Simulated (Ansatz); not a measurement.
## Be₃SbN: Seebeck coefficient and carrier response

Theory: Ansatz 0.2.0, DFT PBE, scalar-relativistic, plane waves, PAW. Plane waves to 420 eV; Γ-centred k mesh 10×10×10; Fermi-Dirac smearing of 0.15 eV. No spin polarisation.

Relaxed structure:
```xyz
5
Lattice="3.7882 0.0000 0.0000 0.0000 3.7882 0.0000 0.0000 0.0000 3.7882" Properties=species:S:1:pos:R:3 pbc="T T T"
Be    0.0000    1.8941    1.8941
Be    1.8941    1.8941    0.0000
Be    1.8941    0.0000    1.8941
Sb    0.0000    0.0000    0.0000
N     1.8941    1.8941    1.8941
```

The cell was built by swapping an element in a database structure (itself possibly hypothetical) and relaxing; it need not be the stable form of this composition. In a metal these results depend on the k mesh and the smearing. Spin–orbit coupling is left out, which matters for heavy elements. A semilocal functional can close a gap that the real compound has.

Constant relaxation time and rigid bands. The levels are interpolated over the whole zone and filled by a Fermi function at the stated temperature, with the chemical potential set by the electron count. Seebeck coefficients of a few μV/K are small differences and uncertain even in sign.

Q: Give the Drude plasma energies, the density of states at the chemical potential and σ/τ at 300 K.

A:
* Plasma energy xx, yy, zz: 0.95, 0.95, 0.95 eV
* Density of states (thermally broadened): 0.06 states/eV/cell
* Conductivity over τ, xx, yy, zz: 0.2, 0.2, 0.2 ×10²⁰ (Ω·m·s)⁻¹

Q: And the Seebeck coefficient (μV/K)?

A:
| T (K) | Sxx | Syy | Szz |
| --- | --- | --- | --- |
| 300 | -12.8 | -12.8 | -12.8 |
| 600 | -14.2 | -14.2 | -14.2 |
| 900 | -13.1 | -13.1 | -13.1 |